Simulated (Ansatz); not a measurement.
Process, species as SMILES: FOF → F atom + [O]F (O-F)
B3LYP-D3(BJ)/def2-TZVP geometries, fixed; electronic energies without zero-point terms.

Basis-set convergence of the bond dissociation energy at PBE with Ansatz (a quantum-chemistry and plane-wave program). All functions are spherical. Open shells are unrestricted. No added dispersion term, no relativity. Functions are those of the species that has most. Reference: the value in aug-pcseg-3, 51.77 kcal/mol, itself unsure by roughly 0.10 kcal/mol (its mean distance from aug-cc-pVQZ, cc-pV5Z, def2-QZVPPD). Deviations are taken from unrounded values.

```
basis            functions  bond dissociation energy (kcal/mol)  minus reference (kcal/mol)
---------------  ---------  -----------------------------------  --------------------------
cc-pVDZ                 42                                51.33                       -0.44
aug-pcseg-1             69                                50.89                       -0.88
cc-pVTZ                 90                                52.17                        0.40
pcseg-2                 90                                51.60                       -0.17
jun-cc-pV(T+d)Z        117                                51.50                       -0.27
aug-cc-pVTZ            138                                51.78                        0.01
def2-QZVPP             171                                51.47                       -0.29
aug-cc-pVQZ            240                                51.77                        0.00
aug-pcseg-3            255                                51.77                        0.00
```

The smallest set listed that lies within 2 kcal/mol of the reference with all its larger relatives (same family, alike in diffuse functions; a set with none counts only in the reference's own line) is cc-pVDZ (42 functions, -0.44 kcal/mol off). Inside, with no larger relative to test it: def2-QZVPP. (Relatives not listed, tested too: aug-pcseg-2 0.11, cc-pVQZ 0.23, pcseg-3 -0.05, cc-pV5Z -0.06 kcal/mol.)
